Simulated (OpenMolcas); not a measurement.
**BH3O2 (SMILES OBO), step by step**

Wanted: the energy (HF/ANO-RCC-MB), then the energy (CASSCF(2,2)/ANO-RCC-VDZP), then an energy scan (CASPT2(2,2)/ANO-RCC-VDZP), then the energy along one coordinate (SC-NEVPT2(2,2)/ANO-RCC-VDZP), then the energy along one coordinate (MC-PDFT[tPBE](2,2)/ANO-RCC-VDZP) of BH3O2. 

The results are computed with OpenMolcas 26.06.

**1. Starting point**

BH3O2 has 6 atoms, charge 0, and is taken as a singlet. As SMILES, `OBO`. The shape is that of a PBE0-D4/def2-TZVP optimisation. This is one conformer, not always the lowest.

Bond lengths: O1–B2 1.356 Å, B2–O3 1.356 Å, O1–H4 0.958 Å, B2–H5 1.204 Å, O3–H6 0.958 Å. Angles: O1–B2–O3 116.8°, O1–B2–H5 121.6°, O3–B2–H5 121.6°, B2–O1–H4 112.7°, B2–O3–H6 112.7°.

**2. The energy at HF/ANO-RCC-MB (DKH2) (run 1)**

Contents of coord.xyz:

```xyz
6

O     -1.176200    -0.524500    -0.251800
B      0.049500     0.028100    -0.072900
O      0.580600    -0.053800     1.172500
H     -1.494700    -0.433500    -1.150600
H      0.637800     0.565600    -0.976100
H      1.445200     0.354100     1.232800
```

Contents of step1.inp:

```
>>> EXPORT MOLCAS_PRINT=2
&GATEWAY
COORD=coord.xyz
BASIS=ANO-RCC-MB
GROUP=NoSym
&SEWARD
&SCF
PRORBITALS=0
&LOCALISATION
OCCUPIED
FREEZE
PIPEK-MEZEY
&LOCALISATION
FILEORB=$Project.LocOrb
VIRTUAL
PIPEK-MEZEY
```

Launch:

```bash
$ export MOLCAS_MEM=1860
$ pymolcas step1.inp > step1.log
```

Output:

```text
--- Start Module: gateway ---
[...]
--- Stop Module: gateway /rc=_RC_ALL_IS_WELL_ ---
[...]
      Basis functions           18
[...]
       Convergence after   9 Iterations
[...]
::    Total SCF energy                               -176.1744622308
[...]
      Total spin, S                                     0.0000000000
[...]
      Total electronic charge=   24.000000
      Total            charge=   -0.000000
[...]
      Dipole Moment (debye):
      Origin of the operator (angstrom)=   -0.1823   -0.1836    0.2830
                   X=  1.4632E+00               Y=  1.3367E+00               Z= -2.2469E+00           Total=  2.9960E+00
      Quadrupole Moment (debye*angstrom):
[...]
--- Start Module: localisation ---
[...]
--- Stop Module: localisation /rc=_RC_ALL_IS_WELL_ ---
--- Start Module: localisation ---
[...]
--- Stop Module: localisation /rc=_RC_ALL_IS_WELL_ ---
[...]
```

Run time: 3.6 s. Hardware: 1 thread of Intel Xeon Platinum 8259CL at 2.50GHz (Skylake/Cascade Lake), shared host; peak memory 0.37 GiB.

**3. The energy at CASSCF(2,2)/ANO-RCC-VDZP (DKH2) (run 2)**

coord.xyz is that of step 2.

Contents of step2.input:

```
>>> EXPORT MOLCAS_PRINT=2

&GATEWAY
 Coord=coord.xyz
 Basis=ANO-RCC-MB
 Group=NoSym

&SEWARD

&RASSCF
 FileOrb=$CurrDir/step1.LocOrb
 Alter=2
 1 4 12
 1 13 17
 Spin=1
 Nactel=2 0 0
 Inactive=11
 Ras2=2
 OrbListing=Nothing
>>> COPY $Project.RunFile RUNFIL1
>>> COPY $Project.RasOrb INPORB

&GATEWAY
 Coord=coord.xyz
 Basis=ANO-RCC-VDZP
 Group=NoSym

&SEWARD
>>> COPY $Project.RunFile RUNFIL2

&EXPBAS

&RASSCF
 FileOrb=$Project.ExpOrb
 Spin=1
 Nactel=2 0 0
 Inactive=11
 Ras2=2
 OrbListing=Nothing
 OrbAppear=Compact
```

Launch:

```bash
$ export MOLCAS_MEM=1860
$ pymolcas step2.input > step2.log
```

Output:

```text
--- Start Module: gateway ---
[...]
      Basis functions           18
[...]
      Number of active orbitals                  2
[...]
      Spin quantum number                      0.0
[...]
      Active orbitals                            2
[...]
      Number of CSFs                             3
[...]
      Number of root(s) required                 1
[...]
      Convergence after 15 iterations
[...]
      printout of CI-coefficients larger than  0.05 for root  1
      energy=    -176.184598
      conf/sym  11     Coeff  Weight
             1  20   0.99752 0.99504
             3  02  -0.07042 0.00496
      Natural orbitals and occupation numbers for root  1
      sym 1:   1.990083   0.009917
      ************************************************************************************************************************
      *                                                    Final results                                                     *
[...]
::    RASSCF root number  1 Total energy:   -176.18459818
[...]
      Basis functions           57
[...]
      Convergence after 16 iterations
[...]
      Natural orbitals and occupation numbers for root  1
      sym 1:   1.988744   0.011256
      ************************************************************************************************************************
      *                                                    Final results                                                     *
[...]
::    RASSCF root number  1 Total energy:   -176.45570467
[...]
      Total electronic charge=   24.000000
      Total            charge=   -0.000000
[...]
      Dipole Moment (debye):
      Origin of the operator (angstrom)=   -0.1823   -0.1836    0.2830
                   X=  1.2440E+00               Y=  1.1617E+00               Z= -2.0021E+00           Total=  2.6278E+00
      Quadrupole Moment (debye*angstrom):
[...]
```

Run time: 14 s. Hardware: 1 thread of Intel Xeon Platinum 8259CL at 2.50GHz (Skylake/Cascade Lake), shared host; peak memory 0.41 GiB.

**4. An energy scan at CASPT2(2,2)/ANO-RCC-VDZP (DKH2, ipea shift 0.25 Eh, pt2 variant SS) (run 3)**

Contents of step3.input:

```
* BH3O2 CASPT2
>>> EXPORT MOLCAS_PRINT=2
>>> COPY $CurrDir/step2.RasOrb $Project.RasOrb
>>> ForEach K in (1, 2, 3, 4, 5, 6, 7, 8, 9)

&GATEWAY
  Coord = $CurrDir/point$K.xyz
  Basis = ANO-RCC-VDZP
  Group = NoSym

&SEWARD

&RASSCF
  FileOrb = $Project.RasOrb
  Spin = 1
  Nactel = 2 0 0
  Inactive = 11
  Ras2 = 2
  OrbListing = Nothing
  OrbAppear = Compact

&CASPT2
  Imaginary = 0.2
  Frozen = 3
>>> EndDo
```

Launch:

```bash
$ export MOLCAS_MEM=1860
$ pymolcas step3.input > step3.log
```

Output:

```text
[...]
      Basis functions           57
[...]
      Number of active orbitals                  2
[...]
      Spin quantum number                      0.0
[...]
      Active orbitals                            2
[...]
      Number of CSFs                             3
[...]
      Number of root(s) required                 1
[...]
      Convergence after 14 iterations
[...]
      printout of CI-coefficients larger than  0.05 for root  1
      energy=    -176.433100
      conf/sym  11     Coeff  Weight
             1  20   0.99818 0.99637
             3  02  -0.06022 0.00363
      Natural orbitals and occupation numbers for root  1
      sym 1:   1.992746   0.007254
      ************************************************************************************************************************
      *                                                    Final results                                                     *
[...]
::    RASSCF root number  1 Total energy:   -176.43309952
[...]
::    CASPT2 Root  1     Total energy:   -176.88752916
[...]
      Convergence after 15 iterations
[...]
      Natural orbitals and occupation numbers for root  1
      sym 1:   1.988757   0.011243
      ************************************************************************************************************************
      *                                                    Final results                                                     *
[...]
      Convergence after 14 iterations
[...]
      Convergence after 15 iterations
[...]
      Convergence after 12 iterations
[...]
::    RASSCF root number  1 Total energy:   -176.25214521
[...]
::    CASPT2 Root  1     Total energy:   -176.67599796
[...]
      Convergence after 11 iterations
[...]
::    RASSCF root number  1 Total energy:   -176.24839168
[...]
      Reference weight:           0.88717
[...]
::    CASPT2 Root  1     Total energy:   -176.66851782
[...]
```

Run time: 86 s. Hardware: 1 thread of Intel Xeon Platinum 8259CL at 2.50GHz (Skylake/Cascade Lake), shared host; peak memory 0.41 GiB.

The scan, from its lowest point:

```csv
B2–O1 (Å),energy (kJ/mol)
1.221,62.0
1.356,0.0
1.492,24.3
1.695,123.2
1.967,275.8
2.306,433.1
2.713,552.9
3.255,617.3
4.069,637.0
```

**5. An energy scan at SC-NEVPT2(2,2)/ANO-RCC-VDZP (DKH2, pt2 variant SC-NEVPT2) (run 4)**

Contents of step4.inp:

```
* BH3O2 NEVPT2
>>> COPY $CurrDir/step2.RasOrb $Project.RasOrb
>>> ForEach K in (1, 2, 3, 4, 5, 6, 7, 8, 9)

&gateway
 coord = $CurrDir/point$K.xyz
 basis = ANO-RCC-VDZP
 group = NoSym

&seward

&rasscf
 fileorb = $Project.RasOrb
 spin = 1
 nactel = 2 0 0
 inactive = 11
 ras2 = 2
 orblisting = Nothing
 orbappear = Compact

&caspt2
 sc-nevpt2
 frozen = 3
>>> EndDo
```

Launch:

```bash
$ export MOLCAS_MEM=1860
$ pymolcas step4.inp > step4.log
```

Output:

```text
--- Start Module: gateway ---
[...]
      Basis functions           57
[...]
      Number of active orbitals                  2
[...]
      Spin quantum number                      0.0
[...]
      Active orbitals                            2
[...]
      Number of CSFs                             3
[...]
      Number of root(s) required                 1
[...]
      Convergence after 14 iterations
[...]
      printout of CI-coefficients larger than  0.05 for root  1
      energy=    -176.433100
      conf/sym  11     Coeff  Weight
             1  20   0.99818 0.99637
             3  02  -0.06022 0.00363
      Natural orbitals and occupation numbers for root  1
      sym 1:   1.992746   0.007254
      ************************************************************************************************************************
      *                                                    Final results                                                     *
[...]
::    RASSCF root number  1 Total energy:   -176.43309952
[...]
::    SC-NEVPT2 Root  1     Total energy:   -176.88413555
[...]
      Convergence after 15 iterations
[...]
      Natural orbitals and occupation numbers for root  1
      sym 1:   1.988757   0.011243
      ************************************************************************************************************************
      *                                                    Final results                                                     *
[...]
      Convergence after 14 iterations
[...]
      Convergence after 15 iterations
[...]
      Convergence after 12 iterations
[...]
::    RASSCF root number  1 Total energy:   -176.25214521
[...]
::    SC-NEVPT2 Root  1     Total energy:   -176.67136951
[...]
      Convergence after 11 iterations
[...]
::    RASSCF root number  1 Total energy:   -176.24839168
[...]
::    SC-NEVPT2 Root  1     Total energy:   -176.66417809
[...]
```

Run time: 74 s. Hardware: 1 thread of Intel Xeon Platinum 8259CL at 2.50GHz (Skylake/Cascade Lake), shared host; peak memory 0.41 GiB.

The scan, from its lowest point:

```csv
B2–O1 (Å),energy (kJ/mol)
1.221,65.2
1.356,0.0
1.492,20.6
1.695,114.3
1.967,264.4
2.306,427.9
2.713,557.2
3.255,623.8
4.069,642.7
```

**6. The energy along one coordinate at MC-PDFT[tPBE](2,2)/ANO-RCC-VDZP (DKH2) (run 5)**

Contents of step5.input:

```
* BH3O2 MC-PDFT
>>> COPY $CurrDir/step2.RasOrb $Project.RasOrb
>>> ForEach K in (1, 2, 3, 4, 5, 6, 7, 8, 9)
&GATEWAY
Coord
$CurrDir/point$K.xyz
Basis
ANO-RCC-VDZP
Group
NoSym
&SEWARD
&RASSCF
FileOrb
$Project.RasOrb
Spin
1
Nactel
2 0 0
Inactive
11
Ras2
2
OrbListing
Nothing
OrbAppear
Compact
&MCPDFT
KSDFT
T:PBE
>>> EndDo
```

Launch:

```bash
$ export MOLCAS_MEM=1860
$ pymolcas step5.input > step5.log
```

Output:

```text
--- Start Module: gateway ---
[...]
      Basis functions           57
[...]
      Number of active orbitals                  2
[...]
      Spin quantum number                      0.0
[...]
      Active orbitals                            2
[...]
      Number of CSFs                             3
[...]
      Number of root(s) required                 1
[...]
      Convergence after 14 iterations
[...]
      printout of CI-coefficients larger than  0.05 for root  1
      energy=    -176.433100
      conf/sym  11     Coeff  Weight
             1  20   0.99818 0.99637
             3  02  -0.06022 0.00363
      Natural orbitals and occupation numbers for root  1
      sym 1:   1.992746   0.007254
      ************************************************************************************************************************
      *                                                    Final results                                                     *
[...]
::    RASSCF root number  1 Total energy:   -176.43309952
[...]
::    MCPDFT root number  1 Total energy:   -177.13596816
[...]
      Convergence after 15 iterations
[...]
      Natural orbitals and occupation numbers for root  1
      sym 1:   1.988757   0.011243
      ************************************************************************************************************************
      *                                                    Final results                                                     *
[...]
      Convergence after 14 iterations
[...]
      Convergence after 15 iterations
[...]
      Convergence after 12 iterations
[...]
::    RASSCF root number  1 Total energy:   -176.25214521
[...]
::    MCPDFT root number  1 Total energy:   -176.91609654
[...]
      Convergence after 11 iterations
[...]
::    RASSCF root number  1 Total energy:   -176.24839168
[...]
::    MCPDFT root number  1 Total energy:   -176.90771839
[...]
```

It took 80 s on 1 thread of Intel Xeon Platinum 8259CL at 2.50GHz (Skylake/Cascade Lake), shared host; peak memory 0.41 GiB.

The scan, from its lowest point:

```csv
B2–O1 (Å),energy (kJ/mol)
1.221,59.8
1.356,0.0
1.492,24.6
1.695,121.9
1.967,271.0
2.306,427.5
2.713,559.2
3.255,637.0
4.069,659.0
```

**7. Summary of results**

| quantity | value |
| --- | --- |
| run 1, HF/ANO-RCC-MB: total energy | -176.17446 Eh |
| run 1, HF/ANO-RCC-MB: dipole moment | 3.00 D |
| run 1, HF/ANO-RCC-MB: HOMO energy | -14.00 eV |
| run 1, HF/ANO-RCC-MB: LUMO energy | 4.61 eV |
| run 1, HF/ANO-RCC-MB: HOMO–LUMO gap | 18.61 eV |
| run 2, CASSCF(2,2)/ANO-RCC-VDZP: total energy | -176.45570 Eh |
| run 2, CASSCF(2,2)/ANO-RCC-VDZP: dipole moment (CASSCF density) | 2.63 D |
| run 3, CASPT2(2,2)/ANO-RCC-VDZP: lowest energy of the scan | -176.91113 Eh |
| run 4, SC-NEVPT2(2,2)/ANO-RCC-VDZP: lowest energy of the scan | -176.90897 Eh |
| run 5, MC-PDFT[tPBE](2,2)/ANO-RCC-VDZP: lowest energy of the scan | -177.15873 Eh |

In words: Mulliken charges (run 1, HF/ANO-RCC-MB) run from -0.71 on O1 to +0.66 on B2.
